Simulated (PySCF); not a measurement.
Structure from 2D NMR

Compound of formula C3H3F. Correlations simulated from computed shifts and couplings:

HSQC (one-bond C–H):
```
  δH    δC  ¹J(C,H) (Hz)
5.32  73.4           159
2.19  86.4           267
```

COSY cross peaks (|J| ≥ 2 Hz):
```
  δH    δH  abs. J (Hz)  bonds
5.32  2.19          3.5      4
```

HMBC (two and three bonds, |J| ≥ 2.5 Hz):
```
  δH        δC [abs. J in Hz]
5.32   86.4 [4.7], 83.1 [6.5]
2.19  83.1 [52.7], 73.4 [3.4]
```

Carbons without hydrogens: δ 83.1.

One conformer, isolated molecule, no relativistic terms, rapidly exchanging positions averaged. Spin–spin couplings from B3LYP/pcJ-1; NMR shieldings at PBE0/pcSseg-1/GIAO; geometry: GFN2-xTB; PySCF.

References, each an isolated molecule treated in the same way: ¹H (31.72 ppm), ¹³C (186.93 ppm) against TMS.

Exchangeable hydrogens are left out of these lists, and C,H couplings along chains are those of one rotamer, so weak HMBC peaks may be missing or extra.

Assemble the structure.

Answers

HC≡CCH2F (C#CCF).

Atoms are numbered as in `[CH:1]#[C:2][CH2:3][F:4]`; H(Xn) means a hydrogen on atom n.

1. δC 86.4 is C1, a terminal alkyne carbon (δH 2.19).
2. δC 83.1 is C2, an alkyne carbon.
3. δC 73.4 is C3, a propargylic sp3 CH2 bonded to F (δH 5.32).
4. HMBC from δH 5.32 reaches the proton-free carbon C2.
5. HMBC from δH 2.19 reaches the proton-free carbon C2.
6. COSY links 5.32–2.19.

Common functionals overestimate the size of one-bond C–F couplings by tens of Hz; these are unscaled. Shifts are as computed. Against solution values, carbons near 30 ppm lie about +3 ppm off and those near 130 ppm about +5 ppm. Of 1211 compounds with measured shifts, 218 miss one by over three times the rms of a fit or turn the order of signals round; such compounds aren't used in these exercises.
